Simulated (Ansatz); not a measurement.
# BH4OSi+ (SMILES OB[SiH2+]): one structure at several levels

An exercise on one series of results from a longer session: the logs are not shown, and one member is left open.

The runs use Ansatz 0.2.0, Gaussian basis; single points in def2-TZVPP.

Cores are frozen in the correlated methods. B3LYP uses VWN-RPA correlation.

**Where the work starts**

SMILES `OB[SiH2+]`, 7 atoms, charge 1, spin multiplicity 1.

Atoms are counted from 1 here; the program's logs count them from 0.

Bond lengths: O1–B2 1.319 Å, O1–H4 0.973 Å, B2–Si3 2.044 Å, B2–H5 1.157 Å, Si3–H6 1.478 Å, Si3–H7 1.459 Å. Angles: B2–O1–H4 123.6°, O1–B2–Si3 108.8°, O1–B2–H5 125.0°, Si3–B2–H5 126.2°, B2–Si3–H6 123.9°, B2–Si3–H7 128.0°, H6–Si3–H7 108.0°.

Coordinates:

| atom | x (Å) | y (Å) | z (Å) |
| --- | --- | --- | --- |
| O1 | -1.4799 | 0.1970 | -0.4064 |
| B2 | -0.2908 | -0.2874 | -0.7066 |
| Si3 | 1.0047 | 0.1595 | 0.8098 |
| H4 | -2.2709 | 0.0595 | -0.9559 |
| H5 | -0.0353 | -0.8674 | -1.6749 |
| H6 | 0.5789 | 0.5061 | 2.1819 |
| H7 | 2.4578 | 0.2735 | 0.7467 |

Set-up of the first run:

File run/in.yaml:

```yaml
crystal:
  periodic: [false, false, false]
  atoms:
    - {symbol: O, position_ang: [-1.479900, 0.197000, -0.406400]}
    - {symbol: B, position_ang: [-0.290800, -0.287400, -0.706600]}
    - {symbol: Si, position_ang: [1.004700, 0.159500, 0.809800]}
    - {symbol: H, position_ang: [-2.270900, 0.059500, -0.955900]}
    - {symbol: H, position_ang: [-0.035300, -0.867400, -1.674900]}
    - {symbol: H, position_ang: [0.578900, 0.506100, 2.181900]}
    - {symbol: H, position_ang: [2.457800, 0.273500, 0.746700]}
basis:
  gaussian: {orbitals: def2-TZVPP}
total_charge: 1
correlation: {method: ccsd_t}
output: {forces: true}
```

No record of the launch command was kept for these runs.

Among the steps run: CCSD(T)/def2-TZVPP; PBE0-D4/def2-TZVPP; wB97M-V/def2-TZVPP; r2SCAN-D4/def2-TZVPP; PBE-D4/def2-TZVPP; BHLYP-D4/def2-TZVPP; B3LYP-D4/def2-TZVPP.

One of the session's tables, all rows but one given; the rest of the session is left out.

| method | RMS force component (eV/Å) | angle to CCSD(T) forces (°) |
| --- | --- | --- |
| CCSD(T) | 0.391 | reference |
| PBE0-D4 | ? | ? |
| wB97M-V | 0.335 | 17.0 |
| r2SCAN-D4 | 0.346 | 16.3 |
| PBE-D4 | 0.383 | 32.3 |
| BHLYP-D4 | 0.414 | 40.7 |
| B3LYP-D4 | 0.328 | 18.0 |

Q: Estimate the row for PBE0-D4 from the others.

**Answer.** RMS force component (eV/Å): 0.358; angle to CCSD(T) forces (°): 26.9. In the column «RMS force component (eV/Å)» it lies between r2SCAN-D4 (0.346) and PBE-D4 (0.383).
